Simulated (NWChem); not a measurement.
Program: NWChem. System: C2H3O, charge 0, spin multiplicity 2, displaced from the optimised geometry. The structure started from a generated list of species. Its SCF solution wasn't tested for a lower state.

Input file:

```
start mol
memory heap 200 mb stack 900 mb global 1100 mb
geometry units angstroms nocenter noautoz
  C     -0.079624    -1.193837     0.000000
  C      0.435057     0.253517     0.000000
  O     -0.199377     1.292570     0.000000
  H      0.337596    -1.727749     0.905547
  H      0.337596    -1.727749    -0.905547
  H     -1.212766    -1.243148     0.000000
  symmetry group Cs
end
basis spherical
  * library def2-tzvp
end
dft
  xc pbe0
  odft
  mult 2
  semidirect memsize 60000000 filesize 0
  iterations 100
  convergence nodiis damp 40
end
task dft gradient
```

The output up to the point where the run's verdict is printed (cleaned and shortened):

```
             Northwest Computational Chemistry Package (NWChem) 7.3.0
             --------------------------------------------------------

                                NWChem Input Module
                                -------------------

 Scaling coordinates for geometry "geometry" by  1.889725989
 (inverse scale =  0.529177249)

 Turning off AUTOSYM since
 SYMMETRY directive was detected!

                             Geometry "geometry" -> ""
                             -------------------------

 Output coordinates in angstroms (scale by  1.889725989 to convert to a.u.)

  No.       Tag          Charge          X              Y              Z
 ---- ---------------- ---------- -------------- -------------- --------------
    1 C                    6.0000    -0.07962400    -1.19383700     0.00000000
    2 C                    6.0000     0.43505700     0.25351700     0.00000000
    3 O                    8.0000    -0.19937700     1.29257000     0.00000000
    4 H                    1.0000     0.33759600    -1.72774900     0.90554700
    5 H                    1.0000     0.33759600    -1.72774900    -0.90554700
    6 H                    1.0000    -1.21276600    -1.24314800     0.00000000

 Effective nuclear repulsion energy (a.u.)      61.2805027023

            Nuclear Dipole moment (a.u.)
            ----------------------------
        X                 Y               Z
 ---------------- ---------------- ----------------
     0.0000151178    -0.0000113384     0.0000000000

      Symmetry information
      --------------------

 Group name             Cs
 Group number              2
 Group order               2
 No. of unique centers     5

      Symmetry unique atoms

     1    2    3    4    6


 Summary of "ao basis" -> "" (spherical)
 ------------------------------------------------------------------------------
       Tag                 Description            Shells   Functions and Types
 ---------------- ------------------------------  ------  ---------------------
 *                         def2-tzvp                  on all atoms

                                 NWChem DFT Module
[...]
 d= 0,ls=0.5         73   -113.8490412674 -5.71D+00  6.05D-02              24.0
                                                     5.23D-02
 d= 0,ls=0.5         74   -108.1351830481  5.71D+00  6.05D-02              24.3
                                                     5.23D-02
 d= 0,ls=0.5         75   -113.8490412674 -5.71D+00  6.05D-02              24.6
                                                     5.23D-02
 d= 0,ls=0.5         76   -108.1351830481  5.71D+00  6.05D-02              24.9
                                                     5.23D-02
 d= 0,ls=0.5         77   -113.8490412674 -5.71D+00  6.05D-02              25.2
                                                     5.23D-02
 d= 0,ls=0.5         78   -108.1351830481  5.71D+00  6.05D-02              25.5
                                                     5.23D-02
 d= 0,ls=0.5         79   -113.8490412674 -5.71D+00  6.05D-02              25.8
                                                     5.23D-02
 d= 0,ls=0.5         80   -108.1351830481  5.71D+00  6.05D-02              26.1
                                                     5.23D-02
 d= 0,ls=0.5         81   -113.8490412674 -5.71D+00  6.05D-02              26.4
                                                     5.23D-02
 d= 0,ls=0.5         82   -108.1351830481  5.71D+00  6.05D-02              26.7
                                                     5.23D-02
 d= 0,ls=0.5         83   -113.8490412674 -5.71D+00  6.05D-02              27.0
                                                     5.23D-02
 d= 0,ls=0.5         84   -108.1351830481  5.71D+00  6.05D-02              27.3
                                                     5.23D-02
 d= 0,ls=0.5         85   -113.8490412674 -5.71D+00  6.05D-02              27.6
                                                     5.23D-02
 d= 0,ls=0.5         86   -108.1351830481  5.71D+00  6.05D-02              27.9
                                                     5.23D-02
 d= 0,ls=0.5         87   -113.8490412674 -5.71D+00  6.05D-02              28.2
                                                     5.23D-02
 d= 0,ls=0.5         88   -108.1351830481  5.71D+00  6.05D-02              28.5
                                                     5.23D-02
 d= 0,ls=0.5         89   -113.8490412674 -5.71D+00  6.05D-02              28.8
                                                     5.23D-02
 d= 0,ls=0.5         90   -108.1351830481  5.71D+00  6.05D-02              29.1
                                                     5.23D-02
 d= 0,ls=0.5         91   -113.8490412674 -5.71D+00  6.05D-02              29.5
                                                     5.23D-02
 d= 0,ls=0.5         92   -108.1351830481  5.71D+00  6.05D-02              29.8
                                                     5.23D-02
 d= 0,ls=0.5         93   -113.8490412674 -5.71D+00  6.05D-02              30.1
                                                     5.23D-02
 d= 0,ls=0.5         94   -108.1351830481  5.71D+00  6.05D-02              30.4
                                                     5.23D-02
 d= 0,ls=0.5         95   -113.8490412674 -5.71D+00  6.05D-02              30.7
                                                     5.23D-02
 d= 0,ls=0.5         96   -108.1351830481  5.71D+00  6.05D-02              31.0
                                                     5.23D-02
 d= 0,ls=0.5         97   -113.8490412674 -5.71D+00  6.05D-02              31.3
                                                     5.23D-02
 d= 0,ls=0.5         98   -108.1351830481  5.71D+00  6.05D-02              31.6
                                                     5.23D-02
 d= 0,ls=0.5         99   -113.8490412674 -5.71D+00  6.05D-02              31.9
                                                     5.23D-02
 d= 0,ls=0.5        100   -108.1351830481  5.71D+00  6.05D-02              32.2
                                                     5.23D-02
```

The run did not converge; its last values are not results. The next line reads: Calculation failed to converge. NWChem stopped with the message: dft gradient failed.
